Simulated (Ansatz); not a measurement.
The same path of AlClFH (4 atoms, charge 0, multiplicity 1) was run twice with different band settings. Lost on the way: Al1–Cl2, Al1–H3. Made: Cl2–H3.

All numbers below come from RKS B3LYP-D4/def2-TZVP in Ansatz.

Relaxed end points:

```xyz
4
Properties=species:S:1:pos:R:3
Al 0.477 0.000 0.139
Cl 0.783 0.000 2.204
H 1.652 0.000 -0.881
F -1.077 0.000 -0.404
```

```xyz
4
Properties=species:S:1:pos:R:3
Al -0.776 0.000 -1.235
Cl 1.563 0.000 1.316
H 2.744 0.000 0.812
F -1.695 0.000 0.165
```

Common settings: movable images 9; climbing image yes; spring 5.0 eV/Å²; optimiser quadratic models (default); force threshold 0.03 eV/Å; iteration limit 60; end points relaxed.

| run | start path |
| --- | --- |
| 1 | through a guess of the saddle point |
| 2 | straight line |

What does each run give, and how far can it be trusted?

Run 1: converged after 15 iterations, highest image 2.969 eV above the first end. Neighbouring images differ by up to 1.3 eV, so the band resolves the path poorly. A vibrational analysis at the climbing image gives one clearly imaginary mode, 1057i cm⁻¹: a first-order saddle point.
Run 2: converged after 10 iterations, highest image 2.970 eV above the first end. Neighbouring images differ by up to 1.3 eV, so the band resolves the path poorly. Another band between the same ends (9 images) ends at a top of the same energy, where a vibrational analysis finds 1 clearly imaginary mode.
The orbitals stay closed-shell, which can raise the energy where a bond breaks towards radicals; this wasn't checked here.
